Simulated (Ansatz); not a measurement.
Born–Oppenheimer molecular dynamics of CH₅O₂ (8 atoms, charge 1, multiplicity 1). It starts at the highest image of a converged band. Of that band: Neighbouring images differ by up to 1.7 eV, so the band resolves the path poorly. A vibrational analysis at the climbing image gives one clearly imaginary mode, 1356i cm⁻¹: a first-order saddle point.

Level of theory: RKS PBE/cc-pVDZ in Ansatz.

* ensemble: NVE (velocity Verlet)
* time step: 0.5 fs
* steps asked: 200
* starting velocities drawn for: 300 K
* seed: 10434

First frame:

```xyz
8
Properties=species:S:1:pos:R:3
O -1.202 0.687 -0.016
C 0.355 0.325 -0.294
O 0.552 -0.808 0.695
H -1.653 0.836 -0.886
H 0.370 -0.160 -1.290
H -0.377 1.442 0.123
H 1.288 -0.591 1.318
H 0.666 -1.732 0.350
```

Problem. How far do the bonds stretch over the last three quarters of this one trajectory? (Pairs bonded in most of those frames.)

Solution. 
```
 bond  mean (Å)  spread (Å)  shortest  longest
O1–C2     1.299       0.068      1.19     1.42
O1–H4     1.001       0.018      0.96     1.05
C2–H5     1.151       0.099      0.98     1.35
O3–H7     0.988       0.018      0.96     1.02
O3–H8     0.987       0.015      0.96     1.01
```

Mean temperature of the second half: 2266 K. The conserved energy stayed within 4.4 meV per atom of its start (net change -0.07 meV per atom), so there is no drift, though single steps change it by up to 37 meV in the whole system, a sign of fast motions only just resolved. The system heated up, since it started high on the potential surface and ran downhill. A run of 0.1 ps of so small a system gives no equilibrium averages. The orbitals stay closed-shell, which can raise the energy where a bond breaks towards radicals; this wasn't checked here. Limits of this set-up: the dipole of an ion depends on the origin.

Time of the run: 3.7 min on 1 thread of Arm Neoverse V2, on a shared host, peak memory 0.24 GiB.
